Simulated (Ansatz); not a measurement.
SrAs2Ru2: experiment and calculation

**Experimental background.**

From “Magnetic, Thermal, and Transport Properties of Layered Arsenides BaRu2As2 and SrRu2As2”, 2009, arxiv:0901.4582, for a powder of SrAs2Ru2: lattice constant a 4.1713 ± 0.0001 Å; lattice constant c 11.1845 ± 0.0004 Å.

The runs below are set against these values where they give the same quantity.

All numbers below come from DFT PBEsol, scalar-relativistic, plane waves, PAW in Ansatz 0.2.0.

Plane waves to 420 eV, a k mesh through Γ of 12×12×12 on the computed 5-atom cell and Gaussian smearing (0.10 eV); no spin polarisation.

Relaxed structure, symmetry kept:

```cif
data_structure
_symmetry_space_group_name_H-M 'P 1'
_symmetry_Int_Tables_number 1
_cell_length_a 6.2201
_cell_length_b 6.2201
_cell_length_c 6.2201
_cell_angle_alpha 140.865
_cell_angle_beta 140.865
_cell_angle_gamma 56.542
_cell_volume 95.10
loop_
_atom_site_label
_atom_site_type_symbol
_atom_site_fract_x
_atom_site_fract_y
_atom_site_fract_z
_atom_site_occupancy
Sr1 Sr 0.00000 0.00000 0.00000 1
As1 As 0.63931 0.63931 0.00000 1
As2 As 0.36069 0.36069 0.00000 1
Ru1 Ru 0.25000 0.75000 0.50000 1
Ru2 Ru 0.75000 0.25000 0.50000 1
```

* Space group: I4/mmm (No. 139)
* Volume per atom: 19.02 Å³
* Formation energy from the elements' standard states (uncorrected): -0.670 eV/atom
* Kohn–Sham band gap: none (metal)
* Density of states at the Fermi level: 1.61 states/eV per cell
* Löwdin character within 0.5 eV of the Fermi level: Ru 4d 52 %, As 4p 27 %, unprojected 12 %
* Bader charges (e): Sr (1 in the cell) 1.35, As (2 in the cell) -0.37, Ru (2 in the cell) -0.30

Measured lattice constant a of SrAs2Ru2: 4.1713 Å (powder; the paper above). This calculation gives 4.166 Å (-0.1 %). Against the measured lattice constant c of SrAs2Ru2, 11.1845 Å (powder; the paper above), the calculated 10.956 Å is off by -2.0 %. The calculation is for 0 K without zero-point motion.